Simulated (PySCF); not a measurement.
# Static response to an electric field

2-methyl-1H-pyrrole, C5H7N.
Cartesian coordinates in Å at the PBE0-D3(BJ)/def2-SVP level; atoms count from 1:
```xyz
13
C5H7N angstrom
C      1.7131   -0.5130    1.0021
C      0.4682   -0.1689    0.2635
C      0.1020   -0.3919   -1.0502
C     -1.2025    0.1443   -1.2364
C     -1.5964    0.6792   -0.0300
N     -0.5779    0.4819    0.8626
H      2.2264    0.3823    1.3924
H      2.4136   -1.0297    0.3329
H      1.5178   -1.1816    1.8579
H      0.7175   -0.8915   -1.7964
H     -1.7885    0.1390   -2.1534
H     -2.5157    1.1822    0.2615
H     -0.5925    0.7741    1.8293
```

Level: CAM-B3LYP/def2-SVPD (PySCF), static field, nuclei fixed, core orbitals frozen in the response. The polarisability tensor in these axes (au):

```
x    73.92 -10.80   7.39
y   -10.80  51.35   4.13
z     7.39   4.13  70.52
```

Task: Give the principal values, the mean and the anisotropy Δα = √{½[(α1 − α2)² + (α2 − α3)² + (α1 − α3)²]}.

Result: Principal values 45.24, 69.31 and 81.24 au; mean 65.26 au = 9.67 Å³ = 10.76 × 10⁻⁴⁰ C²·m²/J; Δα = 31.76 au (49 % of the mean).

Task: What is the dipole moment, and where does it point?

Result: (0.34, 0.42, 1.93) D, 2.00 D in size, pointing from the negative to the positive side. Measured along this direction, the outermost atoms are H11 at the negative end and H13, H9 and H7 at the positive end.

Task: What are the principal values of the traceless quadrupole moment, Θ = ½Σq(3rr − r²1), about the centre of nuclear charge?

Result: -7.22, 1.34, 5.89 D·Å. The values depend on the origin, since the dipole doesn't vanish. The electronic extent ⟨r²⟩ about the same centre is 525 bohr², a root-mean-square distance of 1.83 Å for the 44 electrons.

Task: Find the Langevin capture rate constant for NO+ (29.998 u) meeting this molecule (81.058 u), k = 2.342 × 10⁻⁹ cm³/s × √(α in Å³ / reduced mass in u).

Result: The reduced mass is 21.90 u, so k = 1.56 × 10⁻⁹ cm³/s. The formula leaves out the permanent dipole, which adds to the capture rate.

Task: Sum over states: ᾱ = Σ f/ω², ω in Eh. What share falls to these 6 lowest TDDFT singlets (eV, f)? 5.55, 0.0028; 6.27, 0.2180; 6.36, 0.0072; 6.63, 0.0015; 6.70, 0.0005; 6.72, 0.0000.

Result: They add up to 4.34 au, 6.7 % of the 65.26 au; the largest single term is 4.11 au, from the state at 6.27 eV. Terms in order: 0.07, 4.11, 0.13, 0.03, 0.01, 0.00 au. Higher excitations give the rest. The strengths listed sum to 0.230.

Task: Refractivity n − 1 of an ideal gas of it at 500 K and 1 atm, from the electronic α?

Result: N = p/kT = 1.4678 × 10¹⁹ cm⁻³, so n − 1 = 2π × N × 9.67 × 10⁻²⁴ cm³ = 892 × 10⁻⁶ at long wavelengths, for an ideal gas.

Task: Estimate the molar refractivity from the static electronic polarisability.

Result: Lorentz–Lorenz: R = (4π/3)N_A α = 2.5225 cm³/(mol·Å³) × 9.67 Å³ = 24.4 cm³/mol, in the limit of long wavelengths.

Geometry: PBE0-D3(BJ)/def2-SVP; no solvent, vibrations or thermal averaging.

These values come from a run that also computed excited states. The run took about 50 s of CPU time (one thread, shared machine).
